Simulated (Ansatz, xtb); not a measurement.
# Isomers of C2H3FOS in order of energy

3 gas-phase structures of C2H3FOS, from a drawn sample of its isomers (lower ones may exist). Each was relaxed with GFN2-xTB:

A. `F[C@@H]1O[C@@H]1S`, a singlet
B. `F[C@@H]1O[C@H]1S`, a singlet
C. `F[C@@]1(S)CO1`, a singlet

Make a reasoned guess at their ranking by r2SCAN-D4/def2-SVP//GFN2-xTB single-point energy.

Calculated order at r2SCAN-D4/def2-SVP//GFN2-xTB: A (0.000), B (0.023), C (0.064) eV. Less than 1 kcal/mol parts A and B; B and C, so the order within those pairs means little.

Energies above the lowest of each column, in eV; the last columns are at r2SCAN-D4/def2-SVP geometries:

```json
{"structure": "A", "GFN2-xTB": "0.042", "HF/STO-3G": "0.072", "r2SCAN-D4/def2-SVP//GFN2-xTB": "0.000", "r2SCAN-D4/def2-SVP": "0.000", "CCSD(T)/def2-SVP + ΔMP2/def2-TZVPP": "0.000"}
{"structure": "B", "GFN2-xTB": "0.000", "HF/STO-3G": "0.108", "r2SCAN-D4/def2-SVP//GFN2-xTB": "0.023", "r2SCAN-D4/def2-SVP": "0.028", "CCSD(T)/def2-SVP + ΔMP2/def2-TZVPP": "0.001"}
{"structure": "C", "GFN2-xTB": "0.028", "HF/STO-3G": "0.000", "r2SCAN-D4/def2-SVP//GFN2-xTB": "0.064", "r2SCAN-D4/def2-SVP": "0.078", "CCSD(T)/def2-SVP + ΔMP2/def2-TZVPP": "0.072"}
```

CCSD(T)/def2-SVP + ΔMP2/def2-TZVPP puts A lowest, with B within 1 kcal/mol; HF/STO-3G picks C. Flexible structures stand in one conformer each, not always the lowest. ΔMP2 is the change of the MP2 energy from the smaller to the larger basis.

Programs: Ansatz 0.2.0, xtb 6.7.1.
